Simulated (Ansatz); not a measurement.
# BH₄+ (singlet): wave-function methods side by side at distance B1–H3 = 0.982 Å, cc-pVDZ

The task here is to estimate one member of a computed series from the others.

Method: cc-pVDZ, core rule «outside noble gas», up to 1 orbitals frozen; program: Ansatz 0.2.0, Gaussian basis.

The runs, in order: UHF; CCSD(T) on RHF; BCCD(T) on RHF; CISD; CCSDT(Q) on RHF; CASSCF and MRCISD+Q, 2 electrons in 2 orbitals; CASSCF and NEVPT2, 2 electrons in 2 orbitals; CASSCF and MRCISD+Q, 6 electrons in 8 orbitals; CASSCF and NEVPT2, 6 electrons in 8 orbitals; Full CI.

21 further runs of the same task are left out: 1 for a mislabelled method, 15 that didn't finish, 5 set aside as unsound or not needed.

**The system**

The geometry derives from a PBE0/def2-TZVP stationary point (not a proven minimum). One bond is set to the value named and the two fragments are kept rigid.

5 atoms, charge 1, spin multiplicity 1.

Atoms are counted from 1 here; the program's logs count them from 0.

Bond lengths: B1–H2 1.210 Å, B1–H3 0.982 Å, B1–H4 1.210 Å, B1–H5 1.210 Å. Angles: H2–B1–H3 90.0°, H2–B1–H4 90.0°, H2–B1–H5 180.0°, H3–B1–H4 180.0°, H3–B1–H5 90.0°, H4–B1–H5 90.0°.

Coordinates:

```xyz
5
charge 1, multiplicity 1
B    -0.0003   -0.0109    0.0110
H    -0.0159    0.8505    0.8609
H    -0.0176   -0.7006    0.7098
H     0.0210    0.8391   -0.8501
H     0.0153   -0.8723   -0.8388
```

The first run:

File in.yaml:

```yaml
crystal:
  periodic: [false, false, false]
  atoms:
    - {symbol: B, position_ang: [-0.000273, -0.010883, 0.011026]}
    - {symbol: H, position_ang: [-0.015856, 0.850543, 0.860860]}
    - {symbol: H, position_ang: [-0.017576, -0.700593, 0.709828]}
    - {symbol: H, position_ang: [0.021050, 0.839085, -0.850144]}
    - {symbol: H, position_ang: [0.015310, -0.872308, -0.838807]}
basis:
  gaussian: {orbitals: cc-pVDZ}
total_charge: 1
magnetization: {spin_polarized: true, initial_magnetization: 0}
hamiltonian: {xc: hf}
output: {orbitals: {seedname: orbitals}}
```

Launch:

```sh
$ ansatz run in.yaml --threads 1 --pin off --events-out ev --progress --plain --max-ram 2393MiB
```

Steps of the session up to this table: UHF; CCSD(T) on RHF; BCCD(T) on RHF; CISD; CCSDT(Q) on RHF; CASSCF and MRCISD+Q, 2 electrons in 2 orbitals; CASSCF and NEVPT2, 2 electrons in 2 orbitals; CASSCF and MRCISD+Q, 6 electrons in 8 orbitals; CASSCF and NEVPT2, 6 electrons in 8 orbitals; Full CI.

One table of the session follows, with a row left open; its other results are not shown here.

```
          method  from FCI (meV)
             RHF         +3629.0
            RMP2          +772.2
            CISD          +197.6
           RCCSD           +85.6
        RCCSD(T)           +18.0
         BCCD(T)           +18.0
          RCCSDT            +4.4
       RCCSDT(Q)            +0.9
     CASSCF pair         +3057.4
     NEVPT2 pair               ?
     MRCISD pair          +138.3
   MRCISD+Q pair           -19.9
  CASSCF valence         +1704.8
  NEVPT2 valence          +467.4
  MRCISD valence           +52.4
MRCISD+Q valence            +4.8
             FCI               0
```

Estimate the missing values for NEVPT2 pair.

**Answer.** from FCI (meV): +680.6. In the column «from FCI (meV)» it lies between NEVPT2 valence (+467.4) and RMP2 (+772.2).

Among the levels timed on like hardware and quicker than the yardstick, those that no quicker one beats, quickest first: BCCD(T) (0.3 s, +18.0 meV); RCCSD(T) (0.39 s, +18.0 meV); RCCSDT(Q) (1.5 s, +0.9 meV). Runs this short are mostly start-up, so their order is noise.

Limits of these values: The yardstick is full CI for this spin, exact in this basis with these frozen cores. MRCISD+Q pair falls below full CI: the +Q correction isn't variational, and the cores differ from full CI's. Of the multireference levels listed MRCISD+Q valence comes nearest in total energy (+4.8 meV), which doesn't show that its space is the better one.
